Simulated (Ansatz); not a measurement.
**Band gap of some cubic tetrahedrally bonded semiconductors and semimetals**

Method: PBE0 in Ansatz (PAW). References are measured gaps from which a computed or estimated zero-point shift was taken out, by their sources or here, so that they lie as a rule above the printed measurements. The table is a random draw of 6 from 7 solids with such references.

Values in eV.

```json
[
 {"solid": "zinc-blende AlP", "reference": "2.54", "PBE0": "2.94", "error (eV)": "+0.40"},
 {"solid": "zinc-blende GaP", "reference": "2.43", "PBE0": "2.91", "error (eV)": "+0.48"},
 {"solid": "zinc-blende ZnS", "reference": "3.94", "PBE0": "3.98", "error (eV)": "+0.04"},
 {"solid": "zinc-blende InP", "reference": "1.47", "PBE0": "2.06", "error (eV)": "+0.59"},
 {"solid": "diamond-structure Si", "reference": "1.23", "PBE0": "1.76", "error (eV)": "+0.53"},
 {"solid": "zinc-blende BP", "reference": "2.2¶ (2.20–2.50)", "PBE0": "2.64", "error (eV)": "+0.44"}
]
```

Over these 6 solids the mean error is +0.41 eV, the mean absolute error 0.41 eV (median 0.46 eV), and the worst case zinc-blende InP at +0.59 eV; the value is above the reference in 6 of 6 cases. Over all 7, from unrounded values, the mean error is +0.41 eV and the mean absolute error 0.41 eV (median 0.44 eV).

¶ marks references of a special kind: zinc-blende BP, 2.2 eV (measured, zero-point renormalisation of 0.106 eV removed from the gap extrapolated to 0 K (as printed); the shift is computed, second of two values printed, our sources range from 2.20 to 2.50; as tabulated in X. Ren, F. Merz, H. Jiang et al., All-electron periodic G0W0 implementation …).

Brackets give the range of the sources taken for a reference, where it is wide; it can hold other temperatures.

Differences are worked out from the printed values.

Computed values are for a static lattice; measured ones hold zero-point and thermal shifts unless a correction is named.

Levels without +SOC have no spin–orbit coupling; where heavier elements are present it shifts gaps, mostly down, and can invert bands. Cells: PBE0 at the measured cell. Ansatz's density-functional and Hartree–Fock values are scalar-relativistic unless marked +SOC, with PAW data made under PBE.

Ansatz's runs of these crystals have no spin polarisation.

Not in this set, of the tetrahedrally bonded semiconductors and semimetals with a reference value in our tables and a result at some level: 15 for a reference of another kind, counted apart; 8 for spin–orbit coupling left out; 4 for a doubt noted on the run at PBE0; 1 for sources at odds; 1 for another kind of cell or another program; 1 for a measured value of zero; 1 for a high-temperature or high-pressure phase. These can be a level's best or worst cases. At least 6 more with a reference value are held back for tests. Solids without a released value at any level aren't counted. Without +SOC, gaps count where the solid holds none of Ge, As, Se, Br, Sn, Sb, Te, I or the elements past barium, or holds Ge, As, Se or Br with a gap over 4 eV. Layered and molecular crystals are counted apart. The metals Ce to Yb are counted apart.

References as tabulated in, or derived from, Chen et al. (2018), doi:10.1103/physrevmaterials.2.073803; X. Ren, F. Merz, H. Jiang et al., All-electron periodic G0W0 implementation ….

Ansatz is a program for electronic structure.
